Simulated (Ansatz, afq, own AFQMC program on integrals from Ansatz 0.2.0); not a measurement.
# AlBH, quartet in 6-31G along one coordinate

```yaml
atoms:
  - { symbol: B, position_ang: [0.0000, 0.0000, 0.2519] }
  - { symbol: Al, position_ang: [0.0000, 0.0000, -1.6889] }
  - { symbol: H, position_ang: [0.0000, 0.0000, 1.4370] }
```

The B1–Al2 distance is changed with both sides rigid. Energies in kJ/mol count from this geometry (1.941 Å) at the same level; the start stands on UHF, each point on the determinant named.

Basis 6-31G. Only valence electrons are correlated. AFQMC by an in-house program on the Cholesky factors that Ansatz 0.2.0 writes for its CCSD(T) run. ph-AFQMC/CISD is guided by a CISD state made of CCSD amplitudes; releasing the constraint for a short imaginary time cuts its bias at the price of noise, slowly where states lie close. ± is one standard error of the sampling.

Cautions, each for one point or more: cluster runs in doubt by the program's own checks; lower spins were not checked; strong correlation; the search met a lower determinant of the same kind, perhaps of another symmetry, and this one is a saddle point; unrestricted determinant slightly spin contaminated.

```tsv
r(B1–Al2) / Å	det.	T1	weight	⟨S²⟩	B2PLYP	B3LYP	CCSD(T)
2.424	UHF	0.066	0.83	3.81	87.5	86.8	69.5
4.208	UHF	0.013	0.92	3.75	279.9	288.6	257.7
6.625	UHF	0.010	0.93	3.75	284.2	295.8	262.1
```

**Question.** Estimate the curve of full CI, counted from the same start.

**Answer.** 
| r(B1–Al2) / Å | det. | T1 | weight | ⟨S²⟩ | FCI | ph-AFQMC/CISD | CCSDT(Q) |
| --- | --- | --- | --- | --- | --- | --- | --- |
| 2.424 | UHF | 0.066 | 0.83 | 3.81 | 67.5 | 70.4 ± 0.5 | 68.1 |
| 4.208 | UHF | 0.013 | 0.92 | 3.75 | 257.6 | 258.9 ± 0.3 | 257.7 |
| 6.625 | UHF | 0.010 | 0.93 | 3.75 | 264.5 | 263.3 ± 0.3 | 264.3 |

Weight is that of the determinant in the CISD state; at the start T1 is 0.025 and the weight 0.91, and ⟨S²⟩ is 3.76. Largest departures from full CI: CCSD(T) -2.4 kJ/mol at 6.625 (on UHF), ph-AFQMC/CISD 2.8 kJ/mol at 2.424 (on UHF), CCSDT(Q) 0.5 kJ/mol at 2.424 (on UHF), B2PLYP 22.3 kJ/mol at 4.208, B3LYP 31.3 kJ/mol at 6.625. Functionals count only at points shown to share the start's state and spin. In this small basis the wave-function levels are far from their limit, so their gap to the functionals isn't the functionals' error. In total energy ph-AFQMC/CISD lies 17 ± 3 meV above full CI at the start, so its agreement along the curve rests in part on cancellation.

CCSDT and higher add their correlation energy to the determinant of the CCSD(T) run, since their own runs factorise the integrals more tightly (a shift of under 2 meV). A walk keeps the symmetry of its determinant, which the program's search chose and which needn't be the lowest solution, so a lower state of the same spin and another symmetry isn't excluded.
